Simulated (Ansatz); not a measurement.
What each rung costs, and what it gives

Saddle point of CH₄FS (charge -1), singlet ([CH₃F ([CH3][F]) + HS]⁻ → [CH₃S ([CH3][S]) + HF]⁻; bonds formed: F1–H7, C2–S3; bonds broken: F1–C2, S3–H7), PBE0-D4/def2-TZVPD structure:

| atom | x (Å) | y (Å) | z (Å) |
| --- | --- | --- | --- |
| F1 | -2.0846 | -0.6486 | 0.7356 |
| C2 | -0.3140 | -0.2495 | 0.1520 |
| S3 | 1.8282 | 0.1959 | -0.5433 |
| H4 | -0.7263 | -0.0033 | -0.8070 |
| H5 | -0.2631 | 0.4848 | 0.9321 |
| H6 | -0.0483 | -1.2679 | 0.3672 |
| H7 | 1.6082 | 1.4884 | -0.8367 |

Barriers are electronic and count from the start structure reached by relaxing down the imaginary mode.

Ansatz 0.2.0; basis: as named in each row; cores frozen in the correlated methods. B3LYP uses VWN-RPA correlation. Extrapolation: Hartree–Fock as exp(−7.88 √X), correlation as X^−2.97.

Times are rough, for one single point on 2 threads of a shared host (Arm Neoverse V1).

The estimate by CCSD(T) at an estimated basis limit (MP2 extrapolated from triple and quadruple zeta, plus CCSD(T) − MP2 in triple zeta) is 0.985 eV.

```json
{"method": "HF", "basis": "STO-3G", "time (s)": "under 1", "barrier (eV)": "3.173", "method less estimate": "2.188"}
{"method": "PBE-D4", "basis": "STO-3G", "time (s)": "under 1", "barrier (eV)": "0.620", "method less estimate": "-0.365"}
{"method": "SPW92", "basis": "def2-SVP", "time (s)": "under 1", "barrier (eV)": "0.913", "method less estimate": "-0.072"}
{"method": "B3LYP-D4", "basis": "6-31G", "time (s)": "under 1", "barrier (eV)": "1.075", "method less estimate": "0.090"}
{"method": "PBE-D4", "basis": "def2-SVP", "time (s)": "under 1", "barrier (eV)": "0.900", "method less estimate": "-0.085"}
{"method": "PBE0-D4", "basis": "def2-SVP", "time (s)": "under 1", "barrier (eV)": "1.153", "method less estimate": "0.168"}
{"method": "CCSD(T)", "basis": "def2-SVP", "time (s)": "1", "barrier (eV)": "1.314", "method less estimate": "0.329"}
{"method": "SPW92", "basis": "def2-TZVPPD", "time (s)": "1", "barrier (eV)": "0.597", "method less estimate": "-0.388"}
{"method": "PBE-D4", "basis": "def2-TZVPPD", "time (s)": "2", "barrier (eV)": "0.578", "method less estimate": "-0.407"}
{"method": "BLYP-D4", "basis": "def2-TZVPPD", "time (s)": "2", "barrier (eV)": "0.537", "method less estimate": "-0.448"}
{"method": "BHLYP-D4", "basis": "def2-TZVPPD", "time (s)": "2", "barrier (eV)": "1.092", "method less estimate": "0.108"}
{"method": "PBE0-D4", "basis": "def2-TZVPPD", "time (s)": "3", "barrier (eV)": "0.880", "method less estimate": "-0.105"}
{"method": "B3LYP-D4", "basis": "def2-TZVPPD", "time (s)": "3", "barrier (eV)": "0.793", "method less estimate": "-0.192"}
{"method": "CAM-B3LYP-D4", "basis": "def2-TZVPPD", "time (s)": "3", "barrier (eV)": "0.950", "method less estimate": "-0.035"}
{"method": "wB97M-V", "basis": "def2-SVP", "time (s)": "4", "barrier (eV)": "1.282", "method less estimate": "0.297"}
{"method": "r2SCAN-D4", "basis": "def2-TZVPPD", "time (s)": "4", "barrier (eV)": "0.719", "method less estimate": "-0.266"}
{"method": "r2SCAN0-D4", "basis": "def2-TZVPPD", "time (s)": "5", "barrier (eV)": "0.953", "method less estimate": "-0.032"}
{"method": "B2PLYP", "basis": "def2-TZVPPD", "time (s)": "5", "barrier (eV)": "0.853", "method less estimate": "-0.132"}
{"method": "RPA on PBE", "basis": "def2-TZVPPD", "time (s)": "5", "barrier (eV)": "0.863", "method less estimate": "-0.122"}
{"method": "PBE-QIDH", "basis": "def2-TZVPPD", "time (s)": "6", "barrier (eV)": "1.016", "method less estimate": "0.031"}
{"method": "wB97X-V", "basis": "def2-TZVPPD", "time (s)": "8", "barrier (eV)": "1.014", "method less estimate": "0.029"}
{"method": "wB97M-V", "basis": "def2-TZVPPD", "time (s)": "8", "barrier (eV)": "0.980", "method less estimate": "-0.005"}
{"method": "B97M-V", "basis": "def2-TZVPPD", "time (s)": "9", "barrier (eV)": "0.899", "method less estimate": "-0.086"}
{"method": "MP2", "basis": "def2-QZVPPD", "time (s)": "22", "barrier (eV)": "0.969", "method less estimate": "-0.016"}
{"method": "CCSD(T)", "basis": "def2-TZVPPD", "time (s)": "68", "barrier (eV)": "0.979", "method less estimate": "-0.006"}
```

All methods are single points on the PBE0-D4 structures.

The T1 diagnostic stays at or below 0.020.

Labels in which every atom is bracketed show which atoms are joined, not bond orders.
